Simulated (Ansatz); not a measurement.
A nudged elastic band was laid between two geometries of C₃H₂O₂ (7 atoms, charge 0, multiplicity 1).

Level of theory: Ansatz 0.2.0, UKS PBE0-D4/def2-SVP.

```json
{
  "movable images": "7",
  "climbing image": "yes",
  "spring": "5.0 eV/Å²",
  "optimiser": "quadratic models (default)",
  "start path": "through a guess of the saddle point",
  "force threshold": "0.05 eV/Å",
  "iteration limit": "60",
  "end points": "relaxed"
}
```

Image 0:

```xyz
7
Properties=species:S:1:pos:R:3
C -0.662 0.288 1.779
C -0.290 0.031 0.657
C 0.112 -0.338 -0.689
O -0.292 -1.310 -1.270
O 0.985 0.531 -1.204
H -0.990 0.519 2.777
H 1.197 0.210 -2.095
```

Image 8:

```xyz
7
Properties=species:S:1:pos:R:3
C -1.048 -0.124 1.970
C -0.483 -0.119 0.831
C 0.023 -0.349 -0.524
O -0.309 -1.282 -1.196
O 0.881 0.602 -0.892
H -0.178 0.815 1.557
H 1.174 0.388 -1.792
```

Problem. What changes between the two ends?

Solution. Bonds formed: C2–H6.

Problem. Give the energies along the band, and the barrier.

Solution. It converged. The highest image is number 6 of 0 to 8, 1.96 eV above the first end and 0.01 eV above the last; the last end lies 1.95 eV above the first. A vibrational analysis at the climbing image gives one clearly imaginary mode, 645i cm⁻¹: a first-order saddle point.

```json
{"image": "0", "path coordinate (Å)": "0.00", "energy (eV)": "0.00", "C2–H6 (Å)": "2.29"}
{"image": "1", "path coordinate (Å)": "0.34", "energy (eV)": "0.04", "C2–H6 (Å)": "2.28"}
{"image": "2", "path coordinate (Å)": "0.67", "energy (eV)": "0.18", "C2–H6 (Å)": "2.27"}
{"image": "3", "path coordinate (Å)": "1.01", "energy (eV)": "0.52", "C2–H6 (Å)": "2.17"}
{"image": "4", "path coordinate (Å)": "1.35", "energy (eV)": "1.11", "C2–H6 (Å)": "1.95"}
{"image": "5", "path coordinate (Å)": "1.68", "energy (eV)": "1.71", "C2–H6 (Å)": "1.67"}
{"image": "6", "path coordinate (Å)": "2.02", "energy (eV)": "1.96", "C2–H6 (Å)": "1.35"}
{"image": "7", "path coordinate (Å)": "2.10", "energy (eV)": "1.96", "C2–H6 (Å)": "1.28"}
{"image": "8", "path coordinate (Å)": "2.18", "energy (eV)": "1.95", "C2–H6 (Å)": "1.22"}
```

Problem. What is the geometry of the highest image?

Solution. 
```xyz
7
Properties=species:S:1:pos:R:3:forces:R:3
C -0.925 -0.103 1.992 0.00 -0.01 0.00
C -0.444 -0.170 0.825 0.00 0.00 0.00
C 0.042 -0.380 -0.535 0.00 0.00 0.01
O -0.214 -1.365 -1.167 0.00 0.00 0.00
O 0.782 0.643 -0.956 0.00 0.00 0.00
H -0.249 0.871 1.655 0.00 0.00 0.00
H 1.069 0.436 -1.860 0.00 0.00 0.00
```

Problem. What are the harmonic wavenumbers there?

Solution. 645i, 217, 234, 348, 534, 598, 646, 777, 831, 1201, 1395, 1899, 2033, 2525, 3800 cm⁻¹.

Run time: 92 s on 2 threads of AMD EPYC 9R45 96-Core Processor (Zen 5), on a shared host, peak memory 0.23 GiB.
